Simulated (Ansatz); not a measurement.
Consider a ladder of basis sets of OP (charge -1) (the Ansatz DFT code, driven from Python).

`run_basis.py`:
```python
'''How the energy of OP(-) converges with the basis.'''

import ansatz as az

params = {
    'xc': 'hf',
    'charge': -1,
}

molecule = (
    az.Crystal.molecule()
    .atom('P', (0.0, 0.0, 0.0))
    .atom('O', (0.0, 0.0, 1.765))
)

calc = (
    molecule.calculation()
    .functional(params['xc'])
    .charge(params['charge'])
    .spin('collinear', total=2)
    .accuracy('medium')  # preset for grids and thresholds
    .scf(lower_state_search='standard')
)

energies = {}
for basis in ['STO-3G', '6-31G', '6-31G*', 'def2-SVP', 'def2-SVPD', 'def2-TZVP', 'def2-TZVPP']:
    r = calc.basis(gaussian=basis).run(threads=1, backend='cpu').report
    size = r['n_frozen'] + r['n_occupied'][0] + r['n_virtual'][0]
    energies[basis] = (r['reference_energy_ev'] / 27.211386246, r['free_energy_ev'] / 27.211386246)
    print(f'{basis:14s} {size:4d} orbitals  reference {energies[basis][0]:14.6f} Ha  total {energies[basis][1]:14.6f} Ha')

last = energies['def2-TZVPP'][1]
for basis, (_, total) in energies.items():
    print(f'{basis:14s} lies {27.211386 * (total - last):9.4f} eV above def2-TZVPP')
```

How far does the total energy move along this ladder of basis sets?

Against STO-3G: 6-31G -5029.3 mHa, 6-31G* -5064.7 mHa, def2-SVP -4905.4 mHa, def2-SVPD -4943.5 mHa, def2-TZVP -5143.3 mHa and def2-TZVPP -5143.4 mHa. The last step alone is -0.09 mHa (these two sets differ little on atoms other than hydrogen).

What the script printed:

Running `python run_basis.py` prints:
```text
STO-3G           14 orbitals  reference    -410.457196 Ha  total    -410.457196 Ha
6-31G            22 orbitals  reference    -415.486471 Ha  total    -415.486471 Ha
6-31G*           34 orbitals  reference    -415.521901 Ha  total    -415.521901 Ha
def2-SVP         32 orbitals  reference    -415.362560 Ha  total    -415.362560 Ha
def2-SVPD        47 orbitals  reference    -415.400681 Ha  total    -415.400681 Ha
def2-TZVP        68 orbitals  reference    -415.600539 Ha  total    -415.600539 Ha
def2-TZVPP       73 orbitals  reference    -415.600632 Ha  total    -415.600632 Ha
STO-3G         lies  139.9600 eV above def2-TZVPP
6-31G          lies    3.1065 eV above def2-TZVPP
6-31G*         lies    2.1424 eV above def2-TZVPP
def2-SVP       lies    6.4783 eV above def2-TZVPP
def2-SVPD      lies    5.4409 eV above def2-TZVPP
def2-TZVP      lies    0.0025 eV above def2-TZVPP
def2-TZVPP     lies    0.0000 eV above def2-TZVPP
```

The settings weren't tested for convergence. The geometry is a force-field or estimated start, not a minimum of this method, and the last set is no limit. Much of the fall in a total is atomic energy, which cancels in bond and reaction energies. The species is open-shell (spin multiplicity 3). Totals across families of basis sets mostly measure their core functions. The spin state was assumed, and another may lie lower. It ran for 4 s on 1 thread of Arm Neoverse V1, with other jobs on the host, peak memory 0.18 GiB.

(Lines on the test bed's own set-up are left out of the output.)
